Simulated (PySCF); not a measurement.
## CN: energy against distance

Set-up: basis C def2-SVPD, N def2-SVPD; no relativity; PySCF 2.14. Energies in eV from C + N in their ground configurations at the same level. State: ²Σ⁺ (doublet), unpaired electrons σ ↑.

All columns are r²SCAN. A positive dipole means C(−)N(+).

```tsv
R (Å)	E (eV)	μ (D)	Mulliken charge on C (basis-dependent)	HOMO (eV)	LUMO (eV)	Mayer bond order	⟨S²⟩
1.004	-5.462	-1.88	-0.05	-9.70	-6.72	2.90	0.76
1.051	-6.704	-1.77	-0.05	-9.88	-6.81	2.95	0.76
1.098	-7.416	-1.67	-0.04	-10.01	-6.90	2.97	0.76
1.133	-7.685	-1.60	-0.02	-9.85	-6.97	2.98	0.77
1.168	-7.774	-1.53	0.00	-9.66	-7.03	2.98	0.77
1.203	-7.721	-1.47	0.02	-9.49	-7.09	2.97	0.77
1.250	-7.481	-1.39	0.05	-9.27	-7.16	2.96	0.77
1.308	-6.988	-1.31	0.08	-9.03	-7.22	2.93	0.77
1.378	-6.221	-1.24	0.11	-8.77	-7.26	2.88	0.79
1.472	-5.072	-1.25	0.13	-8.52	-7.11	2.68	0.95
```

A fit through these points gives, at Re = 1.171 Å, μ = -1.52 D and dμ/dR = 1.87 D/Å; the reduced mass is 6.462 u.

How strong is the fundamental in the double-harmonic approximation, I = 42.26·(dμ/dR)²/μred km/mol?

I = 42.26·(1.87)²/6.462 = 22.9 km/mol at r²SCAN.

⟨S²⟩ of the unrestricted solution departs from its pure value on part of the curve, where spin states mix. The state is the lowest determinant that a PBE0 search found; another state may lie lower at other levels.
